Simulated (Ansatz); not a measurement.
How far each method lies from UCCSDT(Q) for H2Ge–N⁺, quintet

Geometry: that of the H2Ge–N, quartet, kept fixed. The triplet lies 1.7 eV lower here.

```yaml
atoms:
  - { symbol: Ge, position_ang: [-0.0346, 0.0000, 0.2958] }
  - { symbol: N, position_ang: [0.0724, 0.0000, -1.6458] }
  - { symbol: H, position_ang: [0.7424, -1.2582, 0.7751] }
  - { symbol: H, position_ang: [0.7424, 1.2582, 0.7751] }
```

Basis cc-pVDZ; Ansatz 0.2.0. Correlated methods freeze the noble-gas cores and the filled d shells of p-block atoms, which leaves 10 electrons in 36 orbitals. Prefix R: restricted or restricted open-shell reference; prefix U: unrestricted. Active spaces: valence = (10e, 10o) chosen from the atoms' valence shells. No spin–orbit coupling is included, and no scalar relativity.

Full CI isn't at hand for all of this; UCCSDT(Q) serves as the reference, and is uncertain by about the last step of the cluster series. The frozen core follows each run's orbitals, which can shift R against U totals by a few meV for light atoms and by up to 0.1 eV past Ca.

The UHF ⟨S²⟩ is 6.014 and the T1 diagnostic (RCCSD) is 0.0287. The largest doubles amplitude (RCCSD) is 0.038. The T1 diagnostic (UCCSD) is 0.0212.

Task: From what is known of these methods and the diagnostics, rank them by the size of their error in total energy against UCCSDT(Q) in cc-pVDZ, smallest first (an estimate: the text doesn't fix the numbers).
A. UCCSD
B. UCCSDT
C. UMP2
D. UHF
E. UCCSD(T)

Result: B (0.08 kcal/mol), E (0.72 kcal/mol), A (2.89 kcal/mol), C (25.76 kcal/mol), D (111.74 kcal/mol).

All errors are against UCCSDT(Q) in cc-pVDZ. Within each family the higher level lies nearer, as is usual though not guaranteed.

Natural occupations of CASSCF (valence space) about the gap: 1.978 1.962 1.003 1.001 1.000 0.999 0.031 0.025 0.013; effectively unpaired electrons, Σ n²(2−n)², 4.01.
